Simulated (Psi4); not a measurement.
# NH3 (ammonia): levels of theory compared

Aim: a comparison of 6 runs (HF/STO-3G, HF/3-21G, DSD-PBEP86/def2-TZVPPD, HSE06/def2-TZVPPD, wB97X-V/def2-TZVPPD, OMP2/def2-TZVPPD) of NH3 (ammonia). 

The results are computed with Psi4 1.11.

2 further runs of the same task are left out: 2 set aside as unsound or not needed.

### Step 1. The molecule

NH3 has 4 atoms, charge 0, and is taken as a singlet. As SMILES, `N`. The N1–H4 distance was set to 1.519 Å, away from the relaxed value. At this shape a bond of the SMILES string is far longer than usual.

Bond lengths: N1–H2 1.013 Å, N1–H3 1.013 Å. Angles: H2–N1–H3 107.1°. A long bond or contact: N1–H4 1.519 Å.

### Step 2. Energy and gradient at HF/STO-3G (run 1)

Contents of calc.dat:

```
memory 2200 mb

molecule geom {
  0 1
  N     -0.63938694     0.37238943     1.01484529
  H      0.41957778    -0.66939769     2.22096299
  H     -2.18437033    -0.66962445     0.58051064
  H      0.88235092     0.66949217    -1.40066500
  units bohr
  symmetry c1
}

set globals {
  basis STO-3G
  puream true
  e_convergence 1e-09
  d_convergence 1e-08
  scf_type pk
}

e, wfn = gradient('scf', return_wfn=True)
oeprop(wfn, 'DIPOLE', 'WIBERG_LOWDIN_INDICES', 'MAYER_INDICES')
print_variables()
```

Run with:

```console
$ psi4 -n 1 calc.dat calc.out
```

calc.out:

```text
[...]
  Running in c1 symmetry.
[...]
  Nuclear repulsion =   10.594475564594017
[...]
  Multiplicity = 1
[...]
  Nalpha       = 5
  Nbeta        = 5
[...]
    Number of basis functions: 8
[...]
   @RHF iter   1:   -55.29865261652878   -1.08822e+00   2.50799e-02 DIIS/ADIIS
[...]
   @RHF iter   9:   -55.33314062004991   -4.76064e-13   8.10403e-09 DIIS
[...]
  @RHF Final Energy:   -55.33314062004991
   => Energetics <=
    Nuclear Repulsion Energy =             10.5944755645940170
    One-Electron Energy =                 -96.4348167621357106
    Two-Electron Energy =                  30.5072005774917834
    Total Energy =                        -55.3331406200499032
[...]
  -Total Gradient:
     Atom            X                  Y                   Z
    ------   -----------------  -----------------  -----------------
       1       -0.087767864168    -0.077847809167     0.139315016249
       2       -0.021837222584     0.024069691122    -0.007614334178
       3        0.016297604191     0.024076475342     0.016409979809
       4        0.093307482561     0.029701642703    -0.148110661880
[...]
 Multipole Moments:
 ------------------------------------------------------------------------------------
     Multipole            Electronic (a.u.)      Nuclear  (a.u.)        Total (a.u.)
 ------------------------------------------------------------------------------------
 L = 1.  Multiply by 2.5417464519 to convert [e a0] to [Debye]
 Dipole X            :         -0.3069350            0.4226627            0.1157276
 Dipole Y            :          0.0869607           -0.7291268           -0.6421661
 Dipole Z            :          0.4871761           -0.6707823           -0.1836062
 Magnitude           :                                                    0.6778506
[...]
```

Run time: 4.2 s. Hardware: 1 thread of Intel Xeon at 2.50GHz (Skylake/Cascade Lake), shared host; peak memory 0.18 GiB.

### Step 3. The energy at HF/3-21G (run 2)

Contents of job.in:

```
memory 2.2 GB

molecule {
  0 1
  N
  H 1 1.012576
  H 1 1.012571 2 107.06361
  H 1 1.5189 3 107.0624 2 114.53499
  symmetry c1
  no_reorient
  no_com
}

set {
  basis         3-21G
  puream        true
  e_convergence 1e-09
  d_convergence 1e-08
  scf_type      pk
}

result, w = energy('hf', return_wfn=True)
oeprop(w, 'DIPOLE', 'WIBERG_LOWDIN_INDICES', 'LOWDIN_CHARGES', title='HF')
```

Run with:

```console
$ psi4 -i job.in -o job.out -n 1
```

job.out:

```text
[...]
  Running in c1 symmetry.
[...]
  Nuclear repulsion =   10.594473616040940
[...]
  Multiplicity = 1
[...]
  Nalpha       = 5
  Nbeta        = 5
[...]
    Number of basis functions: 15
[...]
   @RHF iter   1:   -55.69655135255417   -6.00711e-01   2.41147e-02 ADIIS/DIIS
[...]
   @RHF iter  11:   -55.77909529592119   -8.31335e-13   3.29658e-09 DIIS
[...]
    Orbital Energies [Eh]
    ---------------------
    Doubly Occupied:
       1A    -15.491442     2A     -1.097685     3A     -0.621809
       4A     -0.495709     5A     -0.399612
[...]
  @RHF Final Energy:   -55.77909529592119
   => Energetics <=
    Nuclear Repulsion Energy =             10.5944736160409398
    One-Electron Energy =                 -96.5346235293021238
    Two-Electron Energy =                  30.1610546173399925
    Total Energy =                        -55.7790952959211879
[...]
 Multipole Moments:
 ------------------------------------------------------------------------------------
     Multipole            Electronic (a.u.)      Nuclear  (a.u.)        Total (a.u.)
 ------------------------------------------------------------------------------------
 L = 1.  Multiply by 2.5417464519 to convert [e a0] to [Debye]
 Dipole X            :          0.5115108           -1.0186694           -0.5071586
 Dipole Y            :          0.2397553            0.2814942            0.5212496
 Dipole Z            :          0.1771907            0.2080687            0.3852594
 Magnitude           :                                                    0.8230041
[...]
```

Wall time 4.2 s (1 thread of Intel Xeon at 2.50GHz (Skylake/Cascade Lake), shared host); peak memory 0.18 GiB.

Run 3 isn't shown in full; the table further down has it.

### Step 4. A single-point energy at HSE06/def2-TZVPPD (run 4)

Contents of run.py:

```python
import numpy as np
from ase.calculators.psi4 import Psi4
from ase import Atoms

atoms = Atoms(['N', 'H', 'H', 'H'], positions=[
    [-0.338349, 0.197060, 0.537033],
    [0.222031, -0.354230, 1.175283],
    [-1.155919, -0.354350, 0.307193],
    [0.466920, 0.354280, -0.741200],
])
calc = Psi4(atoms=atoms, method='hse06', basis='def2-TZVPPD', memory='2200MB', num_threads=1, charge=0, multiplicity=1, label='calc')
calc.psi4.set_options({'puream': True, 'e_convergence': 1e-09, 'd_convergence': 1e-08, 'scf_type': 'pk', 'dft_radial_points': 99, 'dft_spherical_points': 590})
atoms.calc = calc

print(f'energy: {atoms.get_potential_energy():.6f} eV')
```

Run with:

```console
$ python run.py
```

calc.dat:

```text
[...]
  Running in c1 symmetry.
[...]
  Nuclear repulsion =   10.594475553557427
[...]
  Multiplicity = 1
[...]
  Nalpha       = 5
  Nbeta        = 5
[...]
    Number of basis functions: 88
[...]
   @RKS iter   1:   -56.12848635756698   -1.75352e-01   9.25477e-03 ADIIS/DIIS
[...]
   @RKS iter  10:   -56.43630812661171    9.35252e-10   5.53470e-09 DIIS
[...]
    Orbital Energies [Eh]
    ---------------------
    Doubly Occupied:
       1A    -14.381135     2A     -0.831120     3A     -0.463773
       4A     -0.379174     5A     -0.267367
[...]
  @RKS Final Energy:   -56.43630812661171
   => Energetics <=
    Nuclear Repulsion Energy =             10.5944755535574267
    One-Electron Energy =                 -97.0209867496928098
    Two-Electron Energy =                  36.0817615112289474
    DFT Exchange-Correlation Energy =      -6.0915584417052804
    Empirical Dispersion Energy =           0.0000000000000000
    VV10 Nonlocal Energy =                  0.0000000000000000
    Total Energy =                        -56.4363081266117135
[...]
 Multipole Moments:
 ------------------------------------------------------------------------------------
     Multipole            Electronic (a.u.)      Nuclear  (a.u.)        Total (a.u.)
 ------------------------------------------------------------------------------------
 L = 1.  Multiply by 2.5417464519 to convert [e a0] to [Debye]
 Dipole X            :         -0.2999665            0.4226627            0.1226962
 Dipole Y            :          0.2255374           -0.7291268           -0.5035894
 Dipole Z            :          0.4761000           -0.6707823           -0.1946824
 Magnitude           :                                                    0.5536767
[...]
```

On the terminal:

```text
energy: -1535.710166 eV
```

It took 39 s on 1 thread of Intel Xeon at 2.50GHz (Skylake/Cascade Lake), shared host; peak memory 0.97 GiB.

Run 5 isn't shown in full; the table further down has it.

### Step 5. The energy at OMP2/def2-TZVPPD (density fitting for correlation) (run 6)

Contents of h3n.xyz:

```xyz
4
H3N
N     -0.338349     0.197060     0.537033
H      0.222031    -0.354230     1.175283
H     -1.155919    -0.354350     0.307193
H      0.466920     0.354280    -0.741200
```

Contents of run_ase.py:

```python
import numpy as np
from ase.calculators.psi4 import Psi4
from ase.io import read

a = read('h3n.xyz')
calc = Psi4(atoms=a, method='omp2', basis='def2-TZVPPD', memory='2200MB', num_threads=1, charge=0, multiplicity=1, label='calc')
calc.psi4.set_options({'puream': True, 'e_convergence': 1e-09, 'd_convergence': 1e-08, 'scf_type': 'pk', 'num_frozen_docc': 1})
a.calc = calc

print(f'energy: {a.get_potential_energy():.6f} eV')
```

Run with:

```console
$ python run_ase.py
```

calc.dat:

```text
[...]
  Running in c1 symmetry.
[...]
  Nuclear repulsion =   10.594475553557427
[...]
  Multiplicity = 1
[...]
  Nalpha       = 5
  Nbeta        = 5
[...]
    Number of basis functions: 88
[...]
   @RHF iter   1:   -56.00333823321629   -5.90294e-01   5.25809e-03 DIIS/ADIIS
[...]
   @RHF iter  12:   -56.12345817757492   -3.04823e-12   2.11597e-09 DIIS
[...]
    Orbital Energies [Eh]
    ---------------------
    Doubly Occupied:
       1A    -15.586423     2A     -1.105379     3A     -0.637203
       4A     -0.516950     5A     -0.419297
[...]
  @RHF Final Energy:   -56.12345817757492
   => Energetics <=
    Nuclear Repulsion Energy =             10.5944755535574267
    One-Electron Energy =                 -96.9053630689385841
    Two-Electron Energy =                  30.1874293378062326
    Total Energy =                        -56.1234581775749177
[...]
 Multipole Moments:
 ------------------------------------------------------------------------------------
     Multipole            Electronic (a.u.)      Nuclear  (a.u.)        Total (a.u.)
 ------------------------------------------------------------------------------------
 L = 1.  Multiply by 2.5417464519 to convert [e a0] to [Debye]
 Dipole X            :         -0.3104988            0.4226627            0.1121639
 Dipole Y            :          0.1831766           -0.7291268           -0.5459502
 Dipole Z            :          0.4928247           -0.6707823           -0.1779576
 Magnitude           :                                                    0.5850738
[...]
	Warning: cc_lambda option is changed to TRUE
	For this residual convergence, default PCG convergence is:     1.00e-07
[...]
	DF-MP2 Total Energy (a.u.)         :   -56.37082666826591
[...]
	DF-MP2 Total Energy (a.u.)         :   -56.37460591379850
[...]
	DF-OMP2 Total Energy (a.u.)        :   -56.37460591379986
[...]
```

Standard output:

```text
energy: -1534.031163 eV
```

Run time: 28 s. Hardware: 1 thread of Intel Xeon at 2.50GHz (Skylake/Cascade Lake), shared host; peak memory 0.32 GiB.

### Step 6. Overview of the runs

```tsv
run	level	task	properties	energy (Eh)	dipole moment (D)	HOMO energy (eV)	LUMO energy (eV)	wall time
1	HF/STO-3G	gradient	(dipole, wiberg, mayer)	-55.333141	1.72	-9.10	8.55	4.2 s
2	HF/3-21G	energy	(dipole, wiberg, lowdin)	-55.779095	2.09	-10.87	4.25	4.2 s
3	DSD-PBEP86/def2-TZVPPD (density fitting for correlation)	energy	–	-56.403116	–	-10.13	0.69	17 s
4	HSE06/def2-TZVPPD	energy	–	-56.436308	1.41	-7.28	-1.57	39 s
5	wB97X-V/def2-TZVPPD	energy	–	-56.477006	1.45	-10.22	0.87	83 s
6	OMP2/def2-TZVPPD (density fitting for correlation)	energy	–	-56.374606	–	-11.41	1.70	28 s
```

### Step 7. Summary of results

| quantity | value |
| --- | --- |
| run 6: total energy | -56.37461 Eh |
| run 6: HOMO energy (Hartree–Fock orbitals) | -11.41 eV |
| run 6: LUMO energy (Hartree–Fock orbitals) | 1.70 eV |
| run 6: HOMO–LUMO gap (Hartree–Fock orbitals) | 13.11 eV |
| run 6: correlation energy (1 core orbital frozen) | -251.1 mEh |

In words: Over runs 1, 2, 4, 5 the dipole moment (its size) runs from 1.41 D (HSE06/def2-TZVPPD) to 2.09 D (HF/3-21G). The two ends differ in method and basis. Over runs 1, 2, 3, 4, 5 the HOMO–LUMO gap runs from 5.71 eV (HSE06/def2-TZVPPD) to 17.66 eV (HF/STO-3G). Totals of different functionals can't be ranked against each other. In run 1 the basis is minimal, so the values are rough. All runs together took 2.9 min, the longest 83 s.
